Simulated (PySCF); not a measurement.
A species of formula C3H3FO2 has this rotational fingerprint, computed with PySCF, PBE0-D3(BJ)/def2-SVP geometry optimisation, gas phase:

| Property | Result |
| --- | --- |
| Rotational constants | A = 15405, B = 1823, C = 1630 MHz |
| Dipole components | \|μa\| = 0.66 D, \|μb\| = 0.24 D, \|μc\| = 0.00 D |
| Inertial defect | -0.02 u·Å² |
| κ | -0.97 |

Problem. Which structure is it? (One computed conformer of each.)
A. `[O:1]=[CH:2][O:3]/[CH:4]=[CH:5]\[F:6]` with O1–C2–O3–C4 0°, C2–O3–C4–C5 -179°
B. `O=C1CO[C@H]1F`
C. `[O:1]=[C:2]([OH:3])/[CH:4]=[CH:5]/[F:6]` with O1–C2–O3–H 0°, O1–C2–C4–C5 0°

Solution. A. It is O=CO/C=C\F, a near-prolate asymmetric top, point group Cs. The candidates at the same level (rigid rotor, commonest isotopes):

| SMILES | A (MHz) | B (MHz) | C (MHz) | μa (D) | μb (D) | μc (D) | Δ (u·Å²) | point group | rotor |
| --- | --- | --- | --- | --- | --- | --- | --- | --- | --- |
| O=C1CO[C@H]1F | 5526 | 3970 | 2567 | 0.56 | 1.57 | 0.56 | -21.87 | C1 | asymmetric top |
| O=C(O)/C=C/F | 10838 | 1907 | 1622 | 0.39 | 0.82 | 0.00 | 0.00 | Cs | near-prolate asymmetric top |
| O=CO/C=C\F | 15405 | 1823 | 1630 | 0.66 | 0.24 | 0.00 | -0.02 | Cs | near-prolate asymmetric top |

`O=C1CO[C@H]1F` has B 118 % too high; `O=C(O)/C=C/F` has A 30 % too low. In the right answer the mirror of this Cs structure is the ab plane, so μc vanishes by symmetry (the 0.03 D computed is a residue). No structure here is proved a minimum.
